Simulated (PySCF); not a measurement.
**Basis-set dependence of population analyses: carbonyl fluoride**

Compound: carbonyl fluoride, CF2O.
Geometry (PBE0-D3(BJ)/def2-SVP, Å), atoms numbered from 1 in this order:
```xyz
4
CF2O angstrom
O     -0.347    1.057    0.794
C     -0.063    0.028    0.312
F      0.944   -0.731    0.657
F     -0.699   -0.563   -0.665
```

PBE0 throughout (PySCF), one geometry, spherical d and f functions. Geometry: PBE0-D3(BJ)/def2-SVP; no solvent, vibrations or thermal averaging. Atoms taken as equivalent share a column and are averaged.

Mulliken charges (e):

```
        basis  functions      O1      C2   F3/F4
       STO-3G         20  -0.227  +0.364  -0.068
        6-31G         36  -0.291  +0.747  -0.228
       6-31G*         56  -0.359  +0.836  -0.238
     def2-SVP         56  -0.169  +0.442  -0.137
6-311+G(2d,p)        108  -0.369  +0.896  -0.264
    def2-TZVP        124  -0.220  +0.465  -0.122
```

IAO charges (e):

| basis | functions | O1 | C2 | F3/F4 |
| --- | --- | --- | --- | --- |
| STO-3G | 20 | -0.253 | +0.449 | -0.098 |
| 6-31G | 36 | -0.346 | +0.769 | -0.211 |
| 6-31G* | 56 | -0.392 | +0.853 | -0.231 |
| def2-SVP | 56 | -0.381 | +0.842 | -0.231 |
| 6-311+G(2d,p) | 108 | -0.392 | +0.865 | -0.237 |
| def2-TZVP | 124 | -0.396 | +0.874 | -0.239 |

**Question.** Which scheme is steadiest as the basis changes?

**Answer.** Largest range over the bases for any column: IAO 0.42 e, Mulliken 0.53 e. IAO charges move least and Mulliken charges most, counted in e. Without the minimal STO-3G basis the ranges are IAO 0.10, Mulliken 0.45 e.

**Question.** How much do the charges still move between the two largest bases, 6-311+G(2d,p) and def2-TZVP?

**Answer.** At most, over all atoms: Mulliken 0.431 e, IAO 0.009 e.

**Question.** What do the same runs give for the total energy, the frontier levels and the dipole moment?

**Answer.** 
```csv
basis,energy (Eh),HOMO (eV),LUMO (eV),μ (D)
STO-3G,-308.3168,-5.96,3.44,1.16
6-31G,-312.5989,-10.41,-0.83,0.98
6-31G*,-312.7026,-9.92,0.02,1.22
def2-SVP,-312.4730,-10.17,-0.22,1.11
"6-311+G(2d,p)",-312.8140,-10.42,-0.56,1.11
def2-TZVP,-312.8494,-10.33,-0.38,1.15
```

The dipole is fixed by the density alone, so its range of 0.24 D shows that the density itself changes with the basis, not only its division among atoms.
